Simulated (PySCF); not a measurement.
Computed with PBE-D3(BJ)/def2-TZVP // TPSSh-D3(BJ)/def2-TZVP in PySCF 2.14.0. All species are isolated molecules in the gas phase. 

Reference species (SMILES): `[Al]([Cl])([Cl])[Cl]` (neutral, multiplicity 1).

The dipole moment is 0.00 D and the LUMO is -2.17 eV. The HOMO is -7.96 eV.

After one change: the dipole moment stays essentially unchanged; the LUMO falls by 0.36 eV; the HOMO increases by 0.66 eV.

### Question
Which change was made? The new species is one of these.
A. `[AlH3]`
B. `[Cl][AlH][Cl]`
C. `[AlH2][Cl]`

### Answer
A, `[AlH3]`
